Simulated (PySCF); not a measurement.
Molecule: `C=CSC#N`, C3H3NS.

Cartesian coordinates in Å; atom numbers follow the order of the lines, from 1:
```xyz
8

C    -1.5758    0.5239   -0.0852
C    -0.3779   -0.0046    0.1577
S     1.0744    0.5541   -0.6918
C     2.2193   -0.5208   -0.0758
N     3.0498   -1.2339    0.3151
H    -1.7333    1.3150   -0.8237
H    -2.4470    0.1647    0.4666
H    -0.2099   -0.7971    0.8917
```

Geometry PBE0-D3(BJ)/def2-SVP throughout; GIAO in PySCF, gas phase, one conformer, non-relativistic; equivalent atoms averaged; functional PBE0.

**Question.** How do the shifts δ (against TMS, CS2, NH3 at the same level) depend on the basis set? (ppm; last column core-seconds on shared hosts with different chips, so compare them loosely)

**Answer.** 
```tsv
basis set	functions	C2	C1	C4	S3	N5	H8	H7	H6	core-s
STO-3G	32	116.8	101.8	93.5	-36.1	243.8	6.13	5.42	5.18	1.6
6-31G	55	128.0	114.7	111.3	-17.9	297.6	6.56	6.07	5.88	3.3
pcSseg-0	55	141.7	129.8	128.9	-9.4	344.3	6.02	6.21	5.84	3.3
6-31G*	80	123.7	112.5	103.1	19.2	296.0	6.14	5.54	5.34	4.3
def2-SVP	89	130.1	114.7	107.3	23.4	314.5	6.01	5.56	5.28	4.4
cc-pVDZ	89	131.5	115.6	107.5	20.9	314.1	6.13	5.57	5.40	5.4
pcSseg-1	107	138.0	123.5	114.5	28.1	346.2	6.20	5.81	5.60	5.8
aug-cc-pVDZ	146	133.4	114.7	110.9	22.2	308.2	6.75	5.71	5.60	10
6-311+G(2d,p)	161	137.1	120.0	114.2	45.0	329.6	6.67	5.56	5.52	9.6
def2-TZVP	179	138.1	121.3	115.1	48.3	337.9	6.64	5.63	5.50	12
cc-pVTZ	196	137.0	120.6	113.5	31.4	335.9	6.59	5.63	5.49	15
IGLO-III	214	141.6	123.8	117.6	54.1	338.7	6.64	5.61	5.51	16
pcSseg-2	229	142.2	126.2	118.6	42.3	342.7	6.63	5.67	5.58	16
```

**Question.** Which nucleus moves most, in ppm?

**Answer.** N5 (nitrile nitrogen): from 243.8 ppm with STO-3G to 346.2 ppm with pcSseg-1. The smallest spread is 0.70 ppm, at H6. Proton shifts span only some 12 ppm, so a few tenths of a ppm matter as much there as several ppm in carbon.

**Question.** Taking the largest basis, pcSseg-2 (229 functions), as the yardstick, rank the others by their worst heavy-atom deviation.

**Answer.** def2-TZVP 5.9 ppm (179 functions), cc-pVTZ 10.9 ppm (196 functions), IGLO-III 11.8 ppm (214 functions), 6-311+G(2d,p) 13.1 ppm (161 functions), pcSseg-1 14.2 ppm (107 functions), def2-SVP 28.2 ppm (89 functions), cc-pVDZ 28.7 ppm (89 functions), aug-cc-pVDZ 34.5 ppm (146 functions), 6-31G* 46.7 ppm (80 functions), pcSseg-0 51.7 ppm (55 functions), 6-31G 60.2 ppm (55 functions), STO-3G 98.9 ppm (32 functions).

A small basis that lands close on one nucleus may do so by chance; judge by the trend and by all nuclei.
